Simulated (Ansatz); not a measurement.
**H₂O+ (doublet): from Hartree-Fock to the top rungs, def2-QZVPP**

The task here is to estimate one member of a computed series from the others.

The runs use Ansatz 0.2.0, Gaussian basis; def2-QZVPP, core rule «outside noble gas», up to 1 orbitals frozen.

The runs, in order: UHF; ROHF; CCSD(T) on UHF.

2 further runs of the same task are left out: 2 set aside as unsound or not needed. Runs told in other sessions of the task aren't counted.

## The system

The geometry is a PBE0/def2-TZVP stationary point (not a proven minimum) of the parent state, kept for this charge and spin.

3 atoms, charge 1, spin multiplicity 2.

Atoms are counted from 1 here; the program's logs count them from 0.

Bond lengths: O1–H2 0.960 Å, O1–H3 0.960 Å. Angles: H2–O1–H3 105.1°.

Set-up of the first run:

in.yaml

```yaml
crystal:
  periodic: [false, false, false]
  atoms:
    - {symbol: O, position_ang: [0.000000, -0.065318, 0.000000]}
    - {symbol: H, position_ang: [0.000000, 0.518410, -0.761550]}
    - {symbol: H, position_ang: [0.000000, 0.518410, 0.761550]}
basis:
  gaussian: {orbitals: "def2-QZVPP.json"}
total_charge: 1
magnetization: {spin_polarized: true, initial_magnetization: 1}
hamiltonian: {xc: hf}
output: {orbitals: {seedname: orbitals}}
```

On the command line:

```
$ ansatz run in.yaml --threads 1 --pin off --events-out ev --progress --plain --max-ram 2393MiB
```

Among the steps run: UHF; ROHF; CCSD(T) on UHF.

One table of the session follows, with a row left open; its other results are not shown here.

```
  method  from UCCSD(T) (meV)
    ROHF              +6440.4
     UHF              +6292.8
    UMP2               +521.5
   UCCSD                    ?
UCCSD(T)                    0
```

Q: Estimate the row for UCCSD from the others.

As computed: from UCCSD(T) (meV): +146.6. In the column «from UCCSD(T) (meV)» it lies between UCCSD(T) (0) and UMP2 (+521.5).
